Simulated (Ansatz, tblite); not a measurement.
# The cluster Ca2S+: a ladder of methods and basis sets

One table from this session's results is given with a row withheld; the runs are named, their logs left out.

Method: as each input shows; program: Ansatz 0.2.0, Gaussian basis.

Plan: GFN1-xTB, GFN2-xTB, PBE-D4/def2-TZVP, r2SCAN-D4/def2-TZVP, BHLYP-D4/def2-TZVP, CAM-B3LYP-D4/def2-TZVP, ωB97M-V/def2-TZVP, LC-ωPBE/def2-TZVP, ωB97X-V/def2-TZVP, PBE-D4/def2-SVP, PBE0-D4/def2-SVP, HF/STO-3G, CCSD(T)/def2-TZVPP, MP2/def2-TZVP, RPA/def2-TZVP.

### The structure

The doublet was relaxed beforehand with PBE-D4/def2-TZVP. At that level it is the lowest of the isomers that a small search found.

3 atoms, charge 1, spin multiplicity 2.

Bond lengths: Ca1–S3 2.449 Å, Ca2–S3 2.448 Å. Angles: Ca1–S3–Ca2 159.4°.

Geometry (Å):

```xyz
3
Ca2S
Ca    0.74113   -2.27808    0.29350
Ca   -0.55602    2.29001   -0.51916
S    -0.18511   -0.01193    0.22566
```

The ion is computed in the gas phase, without counter-ions or solvent.

PBE0-D4/def2-TZVP was run before; its log isn't repeated, and its numbers join the tables.

Set-up of the first run:

Tight binding, by tblite at 300 K electronic temperature and without a spin-polarisation term:

```python
tblite.interface.Calculator('GFN1-xTB', numbers, positions, charge=1, uhf=1).singlepoint()
```

Tight binding, by tblite at 300 K electronic temperature and without a spin-polarisation term:

```python
tblite.interface.Calculator('GFN2-xTB', numbers, positions, charge=1, uhf=1).singlepoint()
```

start.molden holds the orbitals of an earlier run on this state, given as this run's starting guess.

in.yaml

```yaml
crystal:
  periodic: [false, false, false]
  atoms:
    - {symbol: Ca, position_ang: [0.741126, -2.278081, 0.293495]}
    - {symbol: Ca, position_ang: [-0.556019, 2.290010, -0.519158]}
    - {symbol: S, position_ang: [-0.185107, -0.011929, 0.225663]}
basis:
  gaussian: {orbitals: def2-TZVP, initial_orbitals: start.molden}
total_charge: 1
magnetization: {spin_polarized: true, initial_magnetization: 1}
hamiltonian: {xc: pbe, dispersion: d4}
scf: {omitted_lower_state_checks: [starts]}
output: {orbitals: {seedname: orbitals}}
```

On the command line:

```sh
$ ansatz run in.yaml --threads 4 --pin off --events-out ev --progress --plain --max-ram 3916MiB
```

Among the steps run: PBE-D4/def2-TZVP; r2SCAN-D4/def2-TZVP; BHLYP-D4/def2-TZVP; CAM-B3LYP-D4/def2-TZVP; ωB97M-V/def2-TZVP; LC-ωPBE/def2-TZVP; ωB97X-V/def2-TZVP; PBE-D4/def2-SVP; PBE0-D4/def2-SVP; HF/STO-3G; CCSD(T)/def2-TZVPP; MP2/def2-TZVP; RPA/def2-TZVP.

One of the session's tables, all rows but one given; the rest of the session is left out.

```
                 level  HOMO (eV)  LUMO (eV)  gap (eV)
             HF/STO-3G      -8.02      -1.55      6.47
       PBE-D4/def2-SVP      -6.78      -6.55      0.23
      PBE-D4/def2-TZVP          ?          ?         ?
   r2SCAN-D4/def2-TZVP      -6.80      -6.56      0.24
      PBE0-D4/def2-SVP      -7.07      -6.22      0.85
     PBE0-D4/def2-TZVP      -7.10      -6.23      0.86
    BHLYP-D4/def2-TZVP      -7.36      -5.88      1.48
CAM-B3LYP-D4/def2-TZVP      -7.66      -5.80      1.86
     LC-ωPBE/def2-TZVP      -8.33      -4.81      3.52
     ωB97X-V/def2-TZVP      -8.10      -4.90      3.20
     ωB97M-V/def2-TZVP      -8.06      -5.35      2.72
```

Q: Estimate the row for PBE-D4/def2-TZVP from the others.

As computed: HOMO (eV): -6.79; LUMO (eV): -6.55; gap (eV): 0.24. In the column «HOMO (eV)» it lies between r2SCAN-D4/def2-TZVP (-6.80) and PBE-D4/def2-SVP (-6.78).
